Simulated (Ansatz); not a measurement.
Compare A (`FC1C=NC1`) with its isomer B (`NC1=C(F)C1`).

Gas-phase electronic energies from Ansatz, PBE0-D4/def2-TZVP geometries. CCSD(T)/CBS adds triple-zeta CCSD(T) − MP2 to the extrapolated MP2 energy (def2 sets, frozen cores). Functionals use def2-TZVPP. B3LYP here is the variant with VWN-RPA as its local correlation; programs differ in this. One conformer a species, not always the lowest.

(1) Which is lower in electronic energy at CCSD(T)/CBS, and by how much? (An estimate is asked.)

(2) Give E(B) − E(A) in kJ/mol with B3LYP-D4, LDA (SPW92), HF/def2-TZVPP, MP2/def2-TZVPP, PBE-D4, r2SCAN-D4, B2PLYP. (Estimate.)

(3) Does the order hold for the free energy at 298.15 K (harmonic terms from PBE0-D4)? (Best estimate.)

Largest T1 diagnostic: 0.012.

## Answers

(1) Ansatz gave: A, by 114.9 kJ/mol.

(2) Ansatz gave: B3LYP-D4 98.3, LDA (SPW92) 75.5, HF/def2-TZVPP 125.6, MP2/def2-TZVPP 106.2, PBE-D4 87.0, r2SCAN-D4 93.5, B2PLYP 103.8. None reverses the order clearly.

(3) Ansatz gave: Yes: G(B) − G(A) = +109.9 kJ/mol, for one conformer each.

In def2-TZVPP, CCSD(T) changes the Hartree–Fock value by −6.9 kJ/mol (the triples alone add −0.7 kJ/mol) and MP2 by −19.4 kJ/mol. From PBE to PBE0 (25 % exact exchange), in def2-TZVPP and without D4, E(B) − E(A) moves by +7.0 kJ/mol.
